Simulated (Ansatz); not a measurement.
# Relaxing Rb3Ag

All numbers below come from DFT PBE, scalar-relativistic, plane waves, PAW in Ansatz. Cutoff 420 eV, Γ-centred k mesh, Gaussian smearing, no spin polarisation in the final step.

The start puts Rb3Ag on the TiAl3 (D0_22) structure type (I4/mmm, No. 139), with Ag in place of Ti, Rb in place of Al, at a guessed volume.

```xyz
4
Lattice="-2.9463 2.9463 6.5814 2.9463 -2.9463 6.5814 2.9463 2.9463 -6.5814" Properties=species:S:1:pos:R:3 pbc="T T T"
Rb    0.0000    0.0000    6.5814
Rb    2.9463    0.0000    3.2907
Rb    0.0000    2.9463    3.2907
Ag    0.0000    0.0000    0.0000
```

Cell and atoms relax at zero pressure; the relaxation can't lower the symmetry of the start.

Energies over the elements count from the elements' standard structures at the same level, with no empirical corrections.

(1) Which crystal results?

(2) What are its volume, energy, density and gap?

## Answers

(1) It keeps I4/mmm (No. 139). The result has the TiAl3 (D0_22) structure. Conventional cell: a = 6.462 Å, c = 10.600 Å. Rb on Wyckoff site b (1 atom of the primitive cell) is coordinated by 8 Rb at 4.18 Å, 4 Ag at 4.57 Å and 2 Ag at 5.30 Å; Rb on Wyckoff site d (2 atoms of the primitive cell) has 4 Ag at 4.18 Å, 4 Rb at 4.18 Å, 4 Rb at 4.57 Å and 2 Rb at 5.30 Å; Ag has 8 Rb at 4.18 Å, 4 Rb at 4.57 Å and 2 Rb at 5.30 Å.

```cif
data_structure
_symmetry_space_group_name_H-M 'I4/mmm'
_symmetry_Int_Tables_number 139
_cell_length_a 6.4620
_cell_length_b 6.4620
_cell_length_c 10.5997
_cell_angle_alpha 90.000
_cell_angle_beta 90.000
_cell_angle_gamma 90.000
_cell_volume 442.61
loop_
_atom_site_label
_atom_site_type_symbol
_atom_site_symmetry_multiplicity
_atom_site_Wyckoff_symbol
_atom_site_fract_x
_atom_site_fract_y
_atom_site_fract_z
_atom_site_occupancy
Rb1 Rb 2 b 0.50000 0.50000 0.00000 1
Rb2 Rb 4 d 0.50000 0.00000 0.25000 1
Ag1 Ag 2 a 0.00000 0.00000 0.00000 1
```

(2) The volume per atom is 55.33 Å³ and the density is 2.73 g/cm³. The energy over the elements is 0.14 eV/atom and the gap on the 12×12×12 mesh is 0 eV (a metal).

The final run used a 12×12×12 mesh on its 4-atom cell and 0.10 eV smearing. For metals, differences of a few meV/atom aren't resolved. A structure relaxed within its symmetry needn't be a true minimum.

Cost: 2 runs of about 4 core-minutes in all, on Intel Xeon 6975P-C (Granite Rapids) (shared hosts).